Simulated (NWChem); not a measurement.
Program: NWChem. System: hydrogen sulfide (H₂S), charge 0, spin multiplicity 1, at a geometry optimised with PBE/def2-SVP. Level: RHF/cc-pVQZ.

Job file:

```
start mol
memory heap 200 mb stack 800 mb global 1000 mb
geometry units angstroms nocenter noautoz
  S      0.000000     0.000000     0.105588
  H     -0.973994     0.000000    -0.844700
  H      0.973994     0.000000    -0.844700
  symmetry group C2v
end
basis spherical
  * library cc-pvqz
end
scf
  rhf
  nopen 0
  maxiter 100
  thresh 1e-7
  semidirect memsize 60000000 filesize 0
end
task scf energy
```

Output (cleaned and shortened):

```
             Northwest Computational Chemistry Package (NWChem) 7.3.0
             --------------------------------------------------------

                                NWChem Input Module
                                -------------------

 Scaling coordinates for geometry "geometry" by  1.889725989
 (inverse scale =  0.529177249)

 Turning off AUTOSYM since
 SYMMETRY directive was detected!

                             Geometry "geometry" -> ""
                             -------------------------

 Output coordinates in angstroms (scale by  1.889725989 to convert to a.u.)

  No.       Tag          Charge          X              Y              Z
 ---- ---------------- ---------- -------------- -------------- --------------
    1 S                   16.0000     0.00000000     0.00000000     0.10558800
    2 H                    1.0000    -0.97399400     0.00000000    -0.84470000
    3 H                    1.0000     0.97399400     0.00000000    -0.84470000

 Effective nuclear repulsion energy (a.u.)      12.7157812366

            Nuclear Dipole moment (a.u.)
            ----------------------------
        X                 Y               Z
 ---------------- ---------------- ----------------
     0.0000000000     0.0000000000     0.0000151178

      Symmetry information
      --------------------

 Group name             C2v
 Group number             16
 Group order               4
 No. of unique centers     2

      Symmetry unique atoms

     1    2


 Summary of "ao basis" -> "" (spherical)
 ------------------------------------------------------------------------------
       Tag                 Description            Shells   Functions and Types
 ---------------- ------------------------------  ------  ---------------------
 *                          cc-pvqz                   on all atoms

 Summary of "ao basis" -> "ao basis" (spherical)
 ------------------------------------------------------------------------------
       Tag                 Description            Shells   Functions and Types
 ---------------- ------------------------------  ------  ---------------------
[...]
   Bfn.  Coefficient  Atom+Function         Bfn.  Coefficient  Atom+Function
  ----- ------------  ---------------      ----- ------------  ---------------
    17      0.486240  1 S  py                14      0.339567  1 S  py
    20      0.290193  1 S  py                11      0.240992  1 S  py

 Vector   10  Occ=0.000000D+00  E= 1.046709D-01  Symmetry=a1
              MO Center=  3.4D-14, -1.2D-14, -7.3D-01, r^2= 6.2D+00
   Bfn.  Coefficient  Atom+Function         Bfn.  Coefficient  Atom+Function
  ----- ------------  ---------------      ----- ------------  ---------------
     6      3.167135  1 S  s                 63     -1.721817  2 H  s
    93     -1.721817  3 H  s                 21     -1.332203  1 S  pz
    18     -0.807423  1 S  pz                62     -0.694816  2 H  s
    92     -0.694816  3 H  s                 70     -0.330084  2 H  px
   100      0.330084  3 H  px                26      0.259392  1 S  d  2

 Vector   11  Occ=0.000000D+00  E= 1.363861D-01  Symmetry=b1
              MO Center= -5.1D-14,  1.4D-29, -4.3D-01, r^2= 4.6D+00
   Bfn.  Coefficient  Atom+Function         Bfn.  Coefficient  Atom+Function
  ----- ------------  ---------------      ----- ------------  ---------------
    63      1.727873  2 H  s                 93     -1.727873  3 H  s
    19      1.582693  1 S  px                16      0.658198  1 S  px
    62      0.589590  2 H  s                 92     -0.589590  3 H  s
    25      0.324896  1 S  d  1              70      0.191508  2 H  px
    72      0.192251  2 H  pz               100      0.191508  3 H  px

 Vector   12  Occ=0.000000D+00  E= 2.314249D-01  Symmetry=b1
              MO Center= -6.6D-15,  9.0D-31, -3.7D-01, r^2= 6.2D+00
   Bfn.  Coefficient  Atom+Function         Bfn.  Coefficient  Atom+Function
  ----- ------------  ---------------      ----- ------------  ---------------
    63     -1.138819  2 H  s                 93      1.138819  3 H  s
    62      1.122308  2 H  s                 92     -1.122308  3 H  s
    19      0.677597  1 S  px                10     -0.259956  1 S  px
     7     -0.237939  1 S  px                25      0.177717  1 S  d  1

 center of mass
 --------------
 x =   0.00000000 y =   0.00000000 z =   0.09303298

 moments of inertia (a.u.)
 ------------------
           6.114655699933           0.000000000000           0.000000000000
           0.000000000000          12.943156388186           0.000000000000
           0.000000000000           0.000000000000           6.828500688253

  Mulliken analysis of the total density
  --------------------------------------

    Atom       Charge   Shell Charges
 -----------   ------   -------------------------------------------------------
    1 S   16    16.10   2.00  1.95 -0.02  0.36  1.07  0.45  5.96  0.09  1.27  2.08  0.78  0.03  0.04  0.01  0.00  0.00  0.00
    2 H    1     0.95   0.06  0.27  0.48  0.08  0.00  0.02  0.04  0.00  0.00  0.00
    3 H    1     0.95   0.06  0.27  0.48  0.08  0.00  0.02  0.04  0.00  0.00  0.00

       Multipole analysis of the density wrt the origin
       ------------------------------------------------

     L   x y z        total         open         nuclear
     -   - - -        -----         ----         -------
     0   0 0 0     -0.000000      0.000000     18.000000

     1   1 0 0     -0.000000      0.000000      0.000000
     1   0 1 0     -0.000000      0.000000      0.000000
     1   0 0 1     -0.435506      0.000000      0.000015

     2   2 0 0     -9.173126      0.000000      6.775483
     2   1 1 0     -0.000000      0.000000      0.000000
     2   1 0 1      0.000000      0.000000      0.000000
     2   0 2 0    -12.490403      0.000000      0.000000
     2   0 1 1      0.000000      0.000000      0.000000
     2   0 0 2    -10.103031      0.000000      5.733049

 Task  times  cpu:        5.1s     wall:        5.1s

 Total times  cpu:        5.2s     wall:        5.2s
```
